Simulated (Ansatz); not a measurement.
## Reading a saddle point

A first-order saddle point of BSiH6F, singlet, PBE0-D4/def2-TZVP, with one imaginary mode of 1016i cm⁻¹:

```
9
angstrom
B -0.1330 -0.2501 -1.0296
F -1.4803 -1.1755 -0.7751
H 0.7406 -0.9712 -1.4022
H -0.4621 0.7094 -1.6565
H -0.9846 -0.6915 0.0783
Si 0.3992 0.4229 0.9131
H 0.8796 -0.5872 1.8929
H -0.5220 1.3645 1.6030
H 1.5624 1.1786 0.3761
```

Ansatz 0.2.0; basis: def2-TZVPP and def2-QZVPP; cores frozen in the correlated methods. Extrapolation: Hartree–Fock as exp(−7.88 √X), correlation as X^−2.97.

**Question.** Which contacts change along the imaginary mode, and what lies on either side? (Judge from chemistry; the calculation decides.)

**Answer.** The calculation gives: The step is BH₂F ([BH2][F]) + SiH₄ → BSiH₅ ([BH2][SiH3]) + HF, with the molecules in contact on both sides. Shortening one way: B1–Si6, F2–H5; lengthening the same way: B1–F2, H5–Si6.
| pair | one side (Å) | saddle (Å) | other side (Å) |
| --- | --- | --- | --- |
| B1–Si6 | 3.45 | 2.12 | 2.02 |
| F2–H5 | 2.81 | 1.10 | 0.94 |
| B1–F2 | 1.32 | 1.65 | 1.94 |
| H5–Si6 | 1.49 | 1.96 | 2.43 |

**Question.** Which side is lower, and how far does the saddle lie above each? (To be estimated.)

**Answer.** Computed: The side with B1–F2, H5–Si6 short is lower by 1.603 eV; the saddle lies 2.292 eV above it and 0.689 eV above the other (CCSD(T) at an estimated basis limit (MP2 extrapolated from triple and quadruple zeta, plus CCSD(T) − MP2 in triple zeta); electronic energies).

T1 diagnostic: at most 0.014. The start structure is not quite a true minimum (one mode of 46i cm⁻¹).

Labels in which every atom is bracketed show which atoms are joined, not bond orders.

For scale, one of the runs: CCSD(T)/def2-TZVPP, 188 basis functions, launched by `ansatz run in.yaml --threads 2 --pin off --events-out ev --progress --plain --max-ram 4352MiB`. The run took 46 s on 2 CPU threads of an Arm Neoverse V1 (shared host), with 2 GiB of host memory at its peak.
